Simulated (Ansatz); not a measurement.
**How far each method lies from RCCSDT(Q) for BCl₃, singlet**

Geometry: a PBE0/def2-TZVP stationary point for this spin, not checked as a minimum.

```
atom    x (Å)    y (Å)    z (Å)
   B   0.0000   0.0000   0.0000
  Cl   1.7373   0.0131  -0.0001
  Cl  -0.8800   1.4980  -0.0026
  Cl  -0.8573  -1.5111   0.0027
```

Basis cc-pVDZ; Ansatz 0.2.0. Correlated methods freeze the noble-gas cores, which leaves 24 electrons in 52 orbitals. R marks a restricted (for open shells ROHF) determinant. Active spaces: valence = (18e, 13o, short of the full valence) chosen from the atoms' valence shells.

Full CI isn't at hand for all of this; RCCSDT(Q) serves as the reference, and is uncertain by about the last step of the cluster series.

The UHF ⟨S²⟩ is 0.000. The T1 diagnostic (RCCSD) is 0.0116 and the largest doubles amplitude (RCCSD) is 0.034.

```json
{"level": "RHF", "E − E(RCCSDT(Q)) (kcal/mol)": "335.52", "share of correlation (%)": "0.00", "wall time": "–"}
{"level": "RMP2", "E − E(RCCSDT(Q)) (kcal/mol)": "30.93", "share of correlation (%)": "90.78", "wall time": "–"}
{"level": "CISD", "E − E(RCCSDT(Q)) (kcal/mol)": "54.43", "share of correlation (%)": "83.78", "wall time": "7 s"}
{"level": "RCCSD", "E − E(RCCSDT(Q)) (kcal/mol)": "9.72", "share of correlation (%)": "97.10", "wall time": "–"}
{"level": "RCCSD(T)", "E − E(RCCSDT(Q)) (kcal/mol)": "1.14", "share of correlation (%)": "99.66", "wall time": "5 s"}
{"level": "BCCD(T)", "E − E(RCCSDT(Q)) (kcal/mol)": "1.04", "share of correlation (%)": "99.69", "wall time": "1.8 s"}
{"level": "RCCSDT", "E − E(RCCSDT(Q)) (kcal/mol)": "0.67", "share of correlation (%)": "99.80", "wall time": "–"}
{"level": "CASSCF (valence space)", "E − E(RCCSDT(Q)) (kcal/mol)": "291.42", "share of correlation (%)": "13.14", "wall time": "–"}
{"level": "NEVPT2 (valence space)", "E − E(RCCSDT(Q)) (kcal/mol)": "47.38", "share of correlation (%)": "85.88", "wall time": "9 s (H100)"}
{"level": "MRCISD (valence space)", "E − E(RCCSDT(Q)) (kcal/mol)": "40.22", "share of correlation (%)": "88.01", "wall time": "–"}
{"level": "MRCISD+Q (valence space)", "E − E(RCCSDT(Q)) (kcal/mol)": "5.17", "share of correlation (%)": "98.46", "wall time": "59 s (H100)"}
```

The correlation energy at RCCSDT(Q), counted from RHF, is -14.550 eV. That run took 8.5 s on 2 threads of AMD EPYC 7R13 with a shared H100 80 GB, shared host.

Times hold each run's SCF and search for its determinant on a shared host, so for small cases they say little of a method's own cost; rows without a card ran on 1 thread of AMD EPYC 7R13. Some runs computed forces too.

Natural occupations of CASSCF (valence space) about the gap: 1.993 1.987 1.980 1.978 1.978 0.027 0.027 0.021 0.021; effectively unpaired electrons, Σ n²(2−n)², 0.02.

Atomization energy (electronic, same basis, no zero-point term; atoms at the same level, unrestricted beside the R rows where the molecule is a closed shell, with restricted open-shell steps beyond CCSDT(Q)) at RCCSDT(Q): 1238.8 kJ/mol. Errors of other levels:

| level | error (kJ/mol) |
| --- | --- |
| RHF | -237.9 |
| RMP2 | 75.8 |
| CISD | -181.8 |
| RCCSD | -25.8 |
| RCCSD(T) | -1.1 |
| BCCD(T) | -0.6 |
| RCCSDT | -1.7 |

This basis is far from its limit, so the value isn't to be set against a measured one. Truncated CI isn't size-consistent, which counts against it in atomization.
